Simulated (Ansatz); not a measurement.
## Ansatz (development build ahead of 0.2.0) run

```yaml
crystal:
  periodic: [false, false, false]
  atoms:
    - { symbol: S, position_ang: [0.01082, -0.01842, -0.90678] }
    - { symbol: S, position_ang: [-0.02943, -0.0252, 0.92038] }
basis:
  gaussian: { orbitals: cc-pVTZ }
magnetization:
  spin_polarized: true
  initial_magnetization: 2
hamiltonian:
  xc: hf
```

The input is written out in the form of the current development build from the run's settings.

The run gave:

```json
{"Converged": "yes", "Total energy": "-795.09539 hartree", "Spin squared of the determinant": "2.051"}
```
